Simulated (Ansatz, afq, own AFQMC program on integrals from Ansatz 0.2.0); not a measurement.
AlSiH$_{2}$, quartet in cc-pVDZ, levels against CCSDT(Q)

```yaml
atoms:
  - { symbol: Si, position_ang: [0.0000, 0.0000, 2.3300] }
  - { symbol: Al, position_ang: [0.0000, 0.0000, -2.2060] }
  - { symbol: H, position_ang: [0.0000, 1.4055, -2.9347] }
  - { symbol: H, position_ang: [0.0000, -1.4055, -2.9347] }
```

Connectivity, by distances: Si ··· AlH2.

Basis cc-pVDZ. Noble-gas cores (and the filled d shells of Ga–Kr and In–Xe) are frozen. Integrals, coupled cluster, full CI and functionals: Ansatz 0.2.0; the random walks run on the same integrals in our own AFQMC program. The CISD trial takes its coefficients from CCSD amplitudes. Released means that phaseless walkers are propagated on without the constraint, phases kept. Error bars are statistical, one sigma.

Determinant: UHF, the one that the program's search chose, which needn't be the lowest solution. The geometry is a point of a scan.

No full CI on the walks' own integrals is used here; CCSDT(Q) serves as the reference and is uncertain by about the last step of the cluster series.

Cautions: lower spins were not checked; released walk and highest rung disagree (by 18 meV at 2.40 1/Eh).

* T1 diagnostic: 0.0131
* weight of the determinant in the CISD state: 0.890
* ⟨S²⟩ of the determinant: 3.764
* size of the correlated space: 9 electrons in 36 orbitals

```csv
level,correlation energy (eV)
MP2,-2.7701
CCSD,-3.8120
CCSD(T),-3.8716
```

Problem. Estimate where AFQMC with the constraint released lies against CCSD(T) on the same integrals.

Solution. 0.32 ± 0.25 mEh below CCSD(T). The gap is under twice the noise, so this walk alone can't tell the two apart.

Reference: CCSDT(Q), correlation energy -3.898 eV. The released energy is read at 2.40 1/Eh (meV from the phaseless value at times in 1/Eh: -3 ± 7 at 0.24, -17 ± 7 at 0.51, -17 ± 5 at 0.99, -6 ± 5 at 1.62, -4 ± 7 at 2.40).

```tsv
level	E − E(reference) (mEh)	share of correlation (%)
CCSD(T)	0.96	99.33
CCSDT	0.07	99.95
ph-AFQMC/HF	9.82 ± 1.20	93.15
ph-AFQMC/CISD	0.81 ± 0.23	99.43
released AFQMC	0.65 ± 0.25	99.55
```

A walk keeps the symmetry of its determinant, which the program's search chose and which needn't be the lowest solution, so a lower state of the same spin and another symmetry isn't excluded. Released energies are given only where the last usable release times agree within the noise; a slower fall can still hide under it.
